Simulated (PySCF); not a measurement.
Gas-phase reaction: 2 SiF₄ + 3 Cl₂ = 2 SiCl₃ + 4 F₂

Energies from PySCF, thermal terms from the rigid-rotor harmonic-oscillator model, ideal gas at 1 bar. Table values come from the NASA 1993 polynomials. After a fit of one offset per element over all species, the range-separated, M06-2X, PBE0/def2-QZVP and CCSD(T)/def2-TZVPP enthalpies, where run, lie to one side of the table for SiCl₃ (+68 kJ/mol): a fault of the table's entry, another state or a shared error of the levels is possible; this was not checked at source. † marks an energy on the PBE0/def2-TZVP geometry and frequencies; other levels use their own. 6-31G* has spherical d functions here. Open shells (unrestricted): SiCl₃ (multiplicity 2); the rest are closed-shell singlets. B3LYP is the form with VWN-RPA correlation. For this reaction the table lies outside the span of B3LYP, CCSD(T), M06-2X, MP2, PBE0, r2SCAN, ωB97M-V, ωB97X-V in their largest bases here; which side is off was not settled. The harmonic model lacks anharmonicity and excited electronic states, which grow with temperature; levels with a mode under 35 cm⁻¹ are left out. The table's entry may be an old estimate for SiCl₃ (not checked at source).

| level | ΔH°(298 K), kJ | minus table | ΔG°(1800 K), kJ |
|---|---|---|---|
| table | 2449.2 | - | 2059.4 |
| B3LYP/6-31G* | 2369.1 | -80.1 | 1986.8 |
| HF/6-31G* | 2555.7 | 106.5 | 2178.7 |
| M06-2X/def2-TZVP† | 2620.2 | 171.0 | 2238.8 |
| PBE0/def2-TZVP | 2459.8 | 10.6 | 2078.3 |
| r2SCAN/def2-TZVP† | 2460.7 | 11.5 | 2079.3 |
